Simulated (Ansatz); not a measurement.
**B2H (doublet): trial inputs and their diagnosis**

4 inputs are run for B2H (doublet) as typed; the log has to tell whether the result can be used and what must change.

Computed with Ansatz 0.2.0, Gaussian basis. Level: the settings change from run to run.

16 further runs of the same task are left out: 4 for a known fault of the program, 2 that didn't finish, 10 set aside as unsound or not needed.

## Step 1: The geometry

The geometry is a PBE0/def2-TZVP stationary point (not a proven minimum).

3 atoms, charge 0, spin multiplicity 2.

Atoms are counted from 1 here; the program's logs count them from 0.

Bond lengths: B1–B2 1.523 Å, B1–H3 1.177 Å. Angles: B2–B1–H3 180.0°.

As a file:

```tsv
atom	x (Å)	y (Å)	z (Å)
B1	0.00000	0.00000	0.11509
B2	0.00000	0.00000	-1.40762
H3	0.00000	0.00000	1.29253
```

## Step 2: Input 1

The input, in.yaml:

```yaml
crystal:
  periodic: [false, false, false]
  atoms:
    - {symbol: B, position_ang: [0.000000, 0.000000, 0.115089]}
    - {symbol: B, position_ang: [0.000000, 0.000000, -1.407623]}
    - {symbol: H, position_ang: [0.000000, 0.000000, 1.292533]}
basis:
  gaussian: {orbitals: cc-pVDZ}
magnetization: {spin_polarized: false, initial_magnetization: 1}
correlation: {method: sc_nevpt2, electrons: all}
output: {forces: true}
```

Run with:

```sh
$ ansatz run in.yaml --threads 1 --pin off --events-out ev --progress --plain --max-ram 2393MiB
```

Output:

```text
Error: this correlation method needs an active space: name one as the reference
```

It took 0.03 s on 1 thread of Intel Xeon at 2.50GHz, shared host.

Diagnosis: The run was refused. This method needs an active space and has none. To mend it, add an active_space block.

## Step 3: Input 2

The input, in.yaml:

```yaml
crystal:
  periodic: [false, false, false]
  atoms:
    - {symbol: B, position_ang: [0.000000, 0.000000, 0.115089]}
    - {symbol: B, position_ang: [0.000000, 0.000000, -1.407623]}
    - {symbol: H, position_ang: [0.000000, 0.000000, 1.292533]}
basis:
  gaussian: {orbitals: "6-31G*"}
magnetization: {spin_polarized: false, initial_magnetization: 1}
correlation: {method: sc_nevpt2, electrons: all}
scf: {omitted_lower_state_checks: [cluster_reference]}
```

Launched as before.

Output:

```text
Error: this correlation method needs an active space: name one as the reference
```

It took 0.03 s on 1 thread of Intel Xeon at 2.50GHz, shared host.

What is wrong: The run was refused. This method needs an active space and has none. Fix: add an active_space block.

## Step 4: Input 3

The input, in.yaml:

```yaml
crystal:
  periodic: [false, false, false]
  atoms:
    - {symbol: B, position_ang: [0.000000, 0.000000, 0.115089]}
    - {symbol: B, position_ang: [0.000000, 0.000000, -1.407623]}
    - {symbol: H, position_ang: [0.000000, 0.000000, 1.292533]}
basis:
  gaussian: {orbitals: def2-SVPD, point_charges: [{charge: -0.50, position_ang: [2.536, 0.056, -0.890]}]}
magnetization: {spin_polarized: true, initial_magnetization: 2}
correlation: {method: bccd_t, electrons: all, diis_vectors: 12}
```

Same command.

Output:

```text
Error: a molecule whose nuclei and cores have a total charge of 11 cannot have a net charge of 0 together with 2 unpaired electrons
```

Wall time 0.07 s (1 thread of Intel Xeon at 2.50GHz, shared host).

What is wrong: The run was refused. The number of unpaired electrons doesn't fit the electron count. To mend it, make charge and initial_magnetization agree.

## Step 5: Input 4

The input, in.yaml:

```yaml
crystal:
  periodic: [false, false, false]
  atoms:
    - {symbol: B, position_ang: [0.000000, 0.000000, 0.115089]}
    - {symbol: B, position_ang: [0.000000, 0.000000, -1.407623]}
    - {symbol: H, position_ang: [0.000000, 0.000000, 1.292533]}
basis:
  gaussian: {orbitals: def2-SVP, fitting: {mean_field: def2-universal-jkfit}}
magnetization: {spin_polarized: false, initial_magnetization: 1}
correlation: {active_space: {ras: {orbitals: [3, 1, 27], electrons: 8, max_holes: 2, max_particles: 2}, fixed_orbitals: true}}
```

Same command.

Output:

```text
Functional definition: HF
  name "HF"
  cite "Fock, Z. Phys. 61, 126 (1930) doi:10.1007/BF01340294"
  parent pbe
  exchange = exact_x
  correlation = 0
168 factors; integrals over basis functions are off by at most 2.2e-1 eV
mean field evaluation 1: about -1350.7074 eV, gradient 1.1e1 eV
mean field evaluation 2: about -1351.4558 eV, gradient 3.7e0 eV
mean field evaluation 4: about -1351.5664 eV, gradient 3.7e-1 eV
mean field evaluation 8: about -1343.8013 eV, gradient 3.2e1 eV
mean field evaluation 16: about -1349.9996 eV, gradient 1.7e0 eV
mean field evaluation 32: about -1351.5680 eV, gradient 3.9e-2 eV
mean field evaluation 64: about -1349.9712 eV, gradient 2.9e0 eV
mean field -1351.94382015 eV, -49.6830190099 hartree, gradient 2.9e-6 eV, S^2 0.750000; 7 other end points of the search recorded, 0 dependent functions left out
reference -1351.94382015 eV, -49.6830190099 hartree; 6, 5 occupied and 27, 28 virtual orbitals, 168 factors
Error: 8 electrons in 31 orbitals form no window around the highest filled level of the reference
```

It took 1 s on 1 thread of Intel Xeon at 2.50GHz, shared host.

Diagnosis: The run stopped with an error. The electron count of the restricted space is wrong. Cure: count the correlated electrons again.

## Step 6: How the runs ended

```tsv
input	level	ended	cause	time
1	'sc_nevpt2'/cc-pVDZ	refused	this method needs an active space and has none	0.03 s
2	'sc_nevpt2'/6-31G*	refused	this method needs an active space and has none	0.03 s
3	BCCD(T) on UHF/def2-SVPD	refused	the number of unpaired electrons doesn't fit the electron count	0.07 s
4	CISD/def2-SVP	stopped by an error	the electron count of the restricted space is wrong	1 s
```

3 refused, 1 stopped by an error.
